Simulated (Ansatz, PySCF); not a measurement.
Species: dimethyl thioether, C2H6S, charge 0, multiplicity 1. 
Structure (B3LYP-D3(BJ)/def2-TZVP (Ansatz, a program for electronic structure) minimum search):
```
S
C 1 1.8112
H 2 1.0891 1 107.16
H 2 1.0906 3 108.89 1 120.22
H 2 1.0906 3 108.89 4 119.56
C 1 1.8112 2 99.32 3 180.00
H 6 1.0891 1 107.16 2 -180.00
H 6 1.0906 7 108.89 1 -120.22
H 6 1.0906 7 108.89 8 -119.56
```


Property: enthalpy of formation at 298 K (from the atomisation energy, B3LYP-D3(BJ)/def2-TZVP harmonic zero-point and thermal terms from PySCF, and the atoms' enthalpies of formation in the G2/97 table; no spin-orbit terms, and no core term in the frozen-core levels), in kJ/mol. Valence correlation only, unless marked. UHF or UKS for open shells. No spin-orbit coupling. Non-relativistic unless marked X2C. The coupled-cluster limit lacks core correlation, which all-electron functionals hold. CBS marks a two-point X^-3 extrapolation of the correlation energy; Hartree-Fock from the larger set. [CCSD(T)-MP2]/basis is that difference in the basis named.

```tsv
level	program	enthalpy of formation at 298 K (kJ/mol)
HF/6-31G	Ansatz	945.3
HF/6-31G*	Ansatz	790.8
HF/aug-cc-pV(T+d)Z	Ansatz	777.2
PBE-D4/def2-TZVPD	Ansatz + dftd4	-85.6
r2SCAN-D4/def2-TZVPD	Ansatz + dftd4	-41.5
TPSSh-D3(BJ)/def2-TZVPD	PySCF + dftd3	-70.3
HSE06-D3(BJ)/def2-TZVPD	Ansatz + dftd3	-49.7
HSE06-D4/def2-TZVPD	Ansatz + dftd4	-50.7
LC-wPBE-D4/def2-TZVPD	Ansatz + dftd4	-29.0
wB97M-V/def2-TZVPD	Ansatz	-46.6
B2PLYP/def2-TZVPD	Ansatz	9.5
PBE-QIDH/def2-TZVPD	Ansatz	-9.3
RI-MP2/aug-cc-pV(T+d)Z	Ansatz	4.0
SCS-MP2/cc-pV(D+d)Z	Ansatz	189.1
CCSD/STO-3G	Ansatz	-215.2
CCSD/aug-cc-pV(D+d)Z	Ansatz	196.7
CCSD(T)/cc-pV(D+d)Z	Ansatz	195.0
CCSD(T)/cc-pVTZ	Ansatz	43.1
X2C-CCSD(T)/cc-pVTZ-DK	Ansatz	46.3
RI-MP2/CBS(aug-cc-pV(T+d)Z,aug-cc-pV(Q+d)Z)+[CCSD(T)-MP2]/aug-cc-pV(D+d)Z	Ansatz	-42.9
RI-MP2/CBS(aug-cc-pV(T+d)Z,aug-cc-pV(Q+d)Z)+[CCSD(T)-MP2]/aug-cc-pV(T+d)Z	Ansatz	-41.7
```
